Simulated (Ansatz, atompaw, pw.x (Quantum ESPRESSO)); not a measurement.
pw.x on diamond Si: one setting changed

Potential: PAW, atompaw 4.2.0.5, PBE; core [Ne], reference 3s2 3p2; waves: 3s (bound): rc 2.75 bohr; 3s channel at 1.85 Ry: rc 1.45 bohr; 3p (bound): rc 2.62 bohr; 3p channel at 1.1 Ry: rc 2.75 bohr; 3d channel at 0.3 Ry: rc 2.75 bohr; 3d channel at 1.85 Ry: rc 2.30 bohr; local part: vpsmatchnc scheme with l = 3 at 0 Ry, radius 1.95 bohr; core correction: smooth core density matched at 1.40 bohr; augmentation: sinc compensation charge, radius 2.00 bohr; PAW radius 2.75 bohr; waves and projectors: custom polynom vanderbiltortho.

The reference run (k-mesh 8³, cutoffs 40/400 Ry, Fermi–Dirac 0.01 Ry, mixing_beta 0.4, conv_thr 1e-9, no spin) gives -0.02 GPa at 20.463 Å³/atom, where all-electron LAPW gives -0.05 GPa. This run, with its own iteration cap, changes k-mesh shift to 1.

```
&control
  calculation='scf', prefix='x', pseudo_dir='./', outdir='./tmp', tstress=.true., disk_io='none'
/
&system
  ibrav=0, nat=2, ntyp=1, ecutwfc=40, ecutrho=400, nbnd=11,
  occupations='smearing', smearing='fd', degauss=0.01
/
&electrons
  conv_thr=1e-09, mixing_beta=0.4, electron_maxstep=70
/
ATOMIC_SPECIES
Si 1.0 Si.UPF
CELL_PARAMETERS angstrom
  0.00000000 2.73520428 2.73520428
  2.73520428 0.00000000 2.73520428
  2.73520428 2.73520428 0.00000000
ATOMIC_POSITIONS crystal
Si 0.0000 0.0000 0.0000
Si 0.2500 0.2500 0.2500
K_POINTS automatic
8 8 8 1 1 1
```

```bash
pw.x < Si.scf.in > Si.scf.out
```

Task: How does the run end?

Result: It converges in 8 iterations; the free energy moves by -1.8 meV/atom and the pressure by +0.00 GPa.

```
Message from routine setup:
     using ibrav=0 with symmetry is DISCOURAGED, use correct ibrav instead
     lattice parameter (alat)  =       7.3098  a.u.
     unit-cell volume          =     276.1823 (a.u.)^3
     number of electrons       =         8.00
     number of Kohn-Sham states=           11
     kinetic-energy cutoff     =      40.0000  Ry
     charge density cutoff     =     400.0000  Ry
     scf convergence threshold =      1.0E-09
     Exchange-correlation= SLA PW PBX PBC
     number of k points=    60  Fermi-Dirac smearing, width (Ry)=  0.0100
     iteration #  1     ecut=    40.00 Ry     beta= 0.40
     total energy              =     -93.45590099 Ry
     estimated scf accuracy    <       0.05438239 Ry
     iteration #  2     ecut=    40.00 Ry     beta= 0.40
     total energy              =     -93.45335379 Ry
     estimated scf accuracy    <       0.01569871 Ry
     iteration #  3     ecut=    40.00 Ry     beta= 0.40
     total energy              =     -93.45412603 Ry
     estimated scf accuracy    <       0.00020576 Ry
     [... 2 iterations left out ...]
     iteration #  6     ecut=    40.00 Ry     beta= 0.40
     total energy              =     -93.45416758 Ry
     estimated scf accuracy    <       0.00000006 Ry
     iteration #  7     ecut=    40.00 Ry     beta= 0.40
     total energy              =     -93.45416759 Ry
     estimated scf accuracy    <          1.4E-09 Ry
     iteration #  8     ecut=    40.00 Ry     beta= 0.40
     the Fermi energy is     6.2937 ev
!    total energy              =     -93.45416759 Ry
     estimated scf accuracy    <          3.6E-10 Ry
     smearing contrib. (-TS)   =      -0.00020083 Ry
     The total energy is F=E-TS. E is the sum of the following terms:
     one-electron contribution =       5.56846413 Ry
     hartree contribution      =       1.11435185 Ry
     xc contribution           =      -6.69564560 Ry
     ewald contribution        =     -16.67485408 Ry
     one-center paw contrib.   =     -76.76628307 Ry
     convergence has been achieved in   8 iterations
          total   stress  (Ry/bohr**3)                   (kbar)     P=       -0.21
     Message from routine punch:
     Nothing written, as per user request (disk_io='none')
```

The run took about 13 s on one core of a shared host (Intel(R) Xeon(R) 6975P-C, 192 threads, 756 GiB, load 83).
